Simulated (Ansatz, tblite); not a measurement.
Cost and result up the ladder for MgMe(OH) (CH4MgO) (7 atoms). Charge 0, multiplicity 1. Geometry: PBE0-D4/def2-TZVP.

| atom | x (Å) | y (Å) | z (Å) |
| --- | --- | --- | --- |
| Mg1 | 0.587 | 0.413 | 0.015 |
| C2 | -1.106 | -0.782 | -0.022 |
| H3 | -1.537 | -0.838 | -1.026 |
| H4 | -1.884 | -0.398 | 0.645 |
| H5 | -0.884 | -1.806 | 0.294 |
| O6 | 2.029 | 1.428 | 0.048 |
| H7 | 2.796 | 1.984 | 0.047 |

Ansatz on 4 threads of Arm Neoverse V2 on a shared host; xTB runs through tblite on one thread. Times are rough, summed over both states, and most runs start from the orbitals of an earlier one. CCSD(T)/def2-TZVPP serves as the yardstick here, not as an exact answer. The other state is a doublet.

The xTB rows come from tblite. Correlated methods freeze 3 core orbitals; core or outer-core shells of Mg are correlated, in sets that lack core-valence functions. HOMO above LUMO, or a gap near zero within one spin, warns that the state may not be the lowest or that an electron is smeared out.

Correlated methods converge slowly with the basis.

Raw xTB energies of ions are shifted by several eV.

| level | functions | vertical IE (eV) | difference from CCSD(T)/def2-TZVPP (eV) | remarks |
| --- | --- | --- | --- | --- |
| r2SCAN-D4/def2-TZVP | 118 | 9.26 | -0.37 | gap within one spin near zero (+1 doublet) |
| CCSD(T)/def2-TZVPP | 150 | 9.64 | 0.00 | – |
| GFN2-xTB | 21 | 14.16 | 4.52 | – |
| PBE-D4/def2-TZVP | 118 | 9.25 | -0.38 | gap within one spin near zero (+1 doublet) |
| GFN1-xTB | 20 | 15.40 | 5.76 | – |

(1) Estimate how long each takes.

Results:

(1) GFN1-xTB 0.005 s; GFN2-xTB 0.012 s; PBE-D4/def2-TZVP 2.9 s; r2SCAN-D4/def2-TZVP 6.2 s; CCSD(T)/def2-TZVPP 73 s. On shared hardware such times vary by a factor of up to 3.
